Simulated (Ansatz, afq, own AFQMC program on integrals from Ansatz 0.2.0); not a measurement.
**Atomization energy of AlSiH, triplet**

```csv
atom,x (Å),y (Å),z (Å)
Si,0.0000,-0.0360,1.1654
Al,0.0000,-0.0118,-1.2249
H,0.0000,1.3177,0.3154
```

Connectivity, by distances: SiH–Al.

Atoms in their ground-state spins without spin–orbit coupling (mostly on UHF) minus the molecule (UHF), without zero-point energy. The geometry is a stationary point, not shown to be a minimum.

Basis cc-pVDZ. Only valence electrons are correlated. Ansatz 0.2.0 and our own AFQMC program on the same integrals; the CISD trial comes from CCSD amplitudes, and released means the phaseless constraint is let go. ± is one standard error of the sampling. The errors of all members are added in quadrature.

No full CI on the walks' own integrals is used here; CCSDTQ serves as the reference and is uncertain by about the last step of the cluster series. Each member takes its own surest rung, up to full CI.

The best estimate is CCSD(T) at the basis-set limit (CBS: def2-TZVPP and def2-QZVPP, with their diffuse functions for anions and beside diffuse sets, CCSD(T) itself extrapolated) plus the step from CCSD(T) to CCSDTQ in cc-pVDZ. Rows without CBS are in cc-pVDZ, the functionals in def2-TZVP; B2PLYP and the wave-function rows carry a basis error of their own. Core correlation and relativity beyond core potentials are missing, and ± holds the sampling alone.

Cautions: AlSiH (triplet): unrestricted determinant slightly spin contaminated (⟨S²⟩ 2.08 against 2.00), the released energies are still falling, so no released level is given (meV from the phaseless value at times in 1/Eh: -3 ± 3 at 0.24, -7.1 ± 2.5 at 0.51, -12 ± 3 at 0.99, -13.9 ± 2.2 at 1.62, -17.3 ± 2.0 at 2.40), its ph-AFQMC/CISD value lies 23 ± 4 meV above CCSDTQ.

| level | atomization energy (eV) |
| --- | --- |
| B3LYP | 5.530 |
| PBE | 5.809 |
| CCSD | 4.802 |

From these cheaper values, estimate the atomization energy at the level of the best estimate.

5.654 eV (best estimate, highest rung CCSDTQ).

```csv
level,atomization energy (eV),error against the best estimate (eV)
HF,3.661,-1.993
MP2,4.814,-0.840
CCSD(T),4.932,-0.722
ph-AFQMC/CISD,4.952 ± 0.004,-0.702 ± 0.004
HF/CBS,3.869,-1.785
MP2/CBS,5.430,-0.224
CCSD(T)/CBS,5.619,-0.035
r2SCAN,5.853,0.199
PBE0,5.675,0.021
wB97M-V,5.640,-0.014
B2PLYP,5.438,-0.216
surest rungs in cc-pVDZ,4.967,-0.687
```

Correlation beyond CCSD(T) adds 0.035 eV. Going to the basis-set limit adds 0.687 eV at CCSD(T). The perturbative (T) step is worth +0.130 eV. The functionals spread over 0.415 eV; wB97M-V and PBE0 come nearest and B2PLYP is 0.216 eV too low.

Best estimates are given only where the step beyond CCSD(T) is under 0.3 eV and no member's determinant is very poor (T1 over 0.05, or 0.07 for open shells, ⟨S²⟩ too high by 0.3, two states mixed), so the hardest cases are missing from such tables.

The functionals ran in a triple-zeta set and keep a basis error of their own, a few kJ/mol for each bond in atomization energies and more for double hybrids, so close places among them and the extrapolated levels can swap.

Each member of a difference takes its own highest rung, so a best estimate needn't equal the limit plus the step of one row. A walk keeps the symmetry of its determinant, which the program's search chose and which needn't be the lowest solution, so a lower state of the same spin and another symmetry isn't excluded.
